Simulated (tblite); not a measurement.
Species: C5H11N.
Atom-mapped SMILES: `[CH2:1]=[C:2]([CH3:3])[CH2:4][NH:5][CH3:6]` (hydrogens: H7, H8 on C1; H9, H10, H11 on C3; H12, H13 on C4; H14 on N5; H15, H16, H17 on C6)

Computed with GFN2-xTB (tblite), gas phase: nudged elastic band of 9 images (0 to 8), spring 0.2 eV/Å², climbing image at the end, force threshold 0.05 eV/Å. The top image wasn't refined or checked by frequencies; at this threshold it can lie a kcal/mol or more above the true saddle point of the method.

The band describes a rotation about C2–C4 (fully substituted alkene carbon, sp3 carbon bound to nitrogen), followed by the dihedral C3–C2–C4–N5, from the optimised start (61°) to a second optimised geometry at -169°.

**Question.** How does the energy change from image to image?

**Answer.** 
| image | dihedral (°) | E (kJ/mol) | C2–C4 (Å) | C3···N5 (Å) | largest true force (eV/Å) |
| --- | --- | --- | --- | --- | --- |
| 0 | 61 | 0.00 | 1.505 | 2.97 | 0.01 |
| 1 | 77 | 1.09 | 1.506 | 3.12 | 0.02 |
| 2 | 93 | 3.49 | 1.508 | 3.29 | 0.02 |
| 3 | 109 | 6.13 | 1.510 | 3.46 | 0.03 |
| 4 | 126 | 8.45 | 1.511 | 3.61 | 0.03 |
| 5 | 143 | 9.44 | 1.511 | 3.72 | 0.03 |
| 6 | 160 | 8.07 | 1.509 | 3.79 | 0.04 |
| 7 | 176 | 5.40 | 1.507 | 3.82 | 0.04 |
| 8 | -169 | 3.68 | 1.506 | 3.81 | 0.01 |

Barriers of this band. The top is image 5 at 143°: 9.44 kJ/mol forward and 5.76 kJ/mol back; the end lies 3.68 kJ/mol above the start. The central bond is 0.006 Å longer at the top than at the start.

**Question.** What rate follows at 298 K for crossing this barrier forward?

**Answer.** Taking the electronic barrier for the free energy of activation (no zero-point or entropy terms, transmission 1), rate = (kT/h)·exp(−ΔE/kT) ≈ 1 × 10^11 s⁻¹, whose inverse is 7 × 10^-12 s. An error of 1 kcal/mol in the barrier changes this by a factor of 5, and the method and the loose band can each miss by that much or more. The barrier is only 3.8 kT, where transition-state theory is rough.

**Question.** How would the two end points share their population at 298 K, from these energies alone?

**Answer.** exp(−ΔE/kT) with ΔE = 0.038 eV gives 0.23 for the higher one (end) against 1 for the lower, without vibrational, rotational or degeneracy terms. GFN2-xTB can put conformers this close in the wrong order.

What follows is the cost of the whole band run. Hardware: an Arm Neoverse V2 with one thread, shared host with 64 logical CPUs at a one-minute load of 26. Cost: 1.9 s, 0.25 GiB resident at most.
